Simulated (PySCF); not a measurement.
# AlO with other numerical set-ups

The method stays; parts of the set-up, such as the basis or the Hamiltonian, are changed.

Computed with PySCF 2.14.0. Level: method and basis as typed in the scripts.

5 further runs of the same task are left out: 5 that didn't finish.

### Step 1. The system as given

AlO: 2 atoms, charge 0, spin multiplicity 2.

Bond lengths: Al1–O2 1.534 Å.

### Step 2. The run that the others are compared with

Input file input.py:

```python
from pyscf import gto, scf

mol = gto.M(
    atom='Al 0 0 0; O 0 0 1.534',
    basis='cc-pvdz',
    charge=0,
    spin=1,
    verbose=3,
)
mf = scf.UHF(mol)
mf = mf.newton()
mf.kernel()
mf.nuc_grad_method().kernel()
mf.dip_moment()
print('orbital energies (hartree):', [e[max(0, n-3):n+3].round(4) for e, n in zip(mf.mo_energy, mol.nelec)])
```

Command:

```console
> python input.py
```

Its log is not repeated here.

It gives: E(SCF) = -316.719259 Eh, ⟨S²⟩ = 0.803, μ = 2.31 D, gradient on the second atom -0.1372 Eh/bohr.

The bond length is a typed value, not an optimised one.

### Step 3. Jorge-dzp-dkh (X2C on)

Variant 1 changes basis set: cc-pvdz → jorge-dzp-dkh; spin-free X2C: off → on.

Input file input.py:

```python
from pyscf import gto, scf

mol = gto.M(
    atom='Al 0 0 0; O 0 0 1.534',
    basis='jorge-dzp-dkh',
    charge=0,
    spin=1,
    verbose=3,
)
mf = scf.UHF(mol)
mf = mf.sfx2c1e()
mf = mf.newton()
mf.kernel()
mf.nuc_grad_method().kernel()
mf.dip_moment()
print('orbital energies (hartree):', [e[max(0, n-3):n+3].round(4) for e, n in zip(mf.mo_energy, mol.nelec)])
```

Command:

```console
> python input.py
```

### Step 4. Aug-cc-pvdz

Variant 2 changes basis set: cc-pvdz → aug-cc-pvdz.

Changes to input.py since step 2:

```diff
@@ -4,3 +4,3 @@
     atom='Al 0 0 0; O 0 0 1.534',
-    basis='cc-pvdz',
+    basis='aug-cc-pvdz',
     charge=0,
```

### Step 5. X2c-svpall (X2C on)

Variant 3 changes basis set: cc-pvdz → x2c-svpall; spin-free X2C: off → on.

Changes to input.py since step 2:

```diff
@@ -4,3 +4,3 @@
     atom='Al 0 0 0; O 0 0 1.534',
-    basis='cc-pvdz',
+    basis='x2c-svpall',
     charge=0,
@@ -10,2 +10,3 @@
 mf = scf.UHF(mol)
+mf = mf.sfx2c1e()
 mf = mf.newton()
```

### Step 6. Spin-free X2C on

Variant 4 changes spin-free X2C: off → on.

Changes to input.py since step 2:

```diff
@@ -10,2 +10,3 @@
 mf = scf.UHF(mol)
+mf = mf.sfx2c1e()
 mf = mf.newton()
```

### Step 7. Def2-svpd

Variant 5 changes basis set: cc-pvdz → def2-svpd.

Changes to input.py since step 2:

```diff
@@ -4,3 +4,3 @@
     atom='Al 0 0 0; O 0 0 1.534',
-    basis='cc-pvdz',
+    basis='def2-svpd',
     charge=0,
```

### Step 8. Cc-pcvdz

Variant 6 changes basis set: cc-pvdz → cc-pcvdz.

Changes to input.py since step 2:

```diff
@@ -4,3 +4,3 @@
     atom='Al 0 0 0; O 0 0 1.534',
-    basis='cc-pvdz',
+    basis='cc-pcvdz',
     charge=0,
```

What does the calculation give? Wanted: for each run, E(SCF); from base; gap, α spin; SCF dipole.

As calculated:

```
                   run  E(SCF) (hartree)  from base (eV)  gap, α spin (eV)  SCF dipole (D)  functions
                  base       -316.719259               0             11.30            2.31         32
jorge-dzp-dkh (X2C on)       -317.219577  not comparable             11.30            2.64         39
           aug-cc-pvdz       -316.732800         -0.3684             11.23            5.25         50
   x2c-svpall (X2C on)       -317.057745  not comparable             11.29            1.92         32
      spin-free X2C on       -317.163491        -12.0882             11.31            2.30         32
             def2-svpd       -316.587263         +3.5918             11.73            5.79         47
              cc-pcvdz       -316.720678         -0.0386             11.30            2.33         45
```

**Reading.** The largest comparable shift of the SCF energy, -12.088 eV, comes with the run “spin-free X2C on”. aug-cc-pvdz (50 functions) gives an energy 0.37 eV lower than cc-pvdz (32). Scalar relativity lowers the total energy by 12.09 eV, nearly all of it in the inner shells; a basis contracted without relativity catches only part of it. def2-svpd (47 functions) gives an energy 3.59 eV higher than cc-pvdz (32); size alone doesn't order basis sets of different families. cc-pcvdz (45 functions) gives an energy 0.04 eV lower than cc-pvdz (32).
